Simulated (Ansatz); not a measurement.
Zn (model structure, started from the beta-Sn type, I4₁/amd, No. 141, 2 atoms in the cell): properties by level of theory

```csv
level (code),lattice constant a (Å),lattice parameter c (Å)
PBE (Ansatz),5.211,2.552
PBEsol (Ansatz),5.084,(withheld)
PBE-D3(BJ) (Ansatz),(withheld),2.510
```

### Question
Complete the blanks.

### Answer

- PBEsol (Ansatz, a program for electronic structure), lattice parameter c (Å): 2.488
- PBE-D3(BJ) (Ansatz), lattice constant a (Å): 5.095

Ansatz's density-functional and Hartree–Fock values are scalar-relativistic unless marked +SOC, with PAW data made under PBE.

The computed numbers hold no vibrational or temperature effects.

A model structure was made by putting elements into a prototype or built by hand; it is no filed structure, need not be a known phase, and can be a saddle point held by its symmetry.
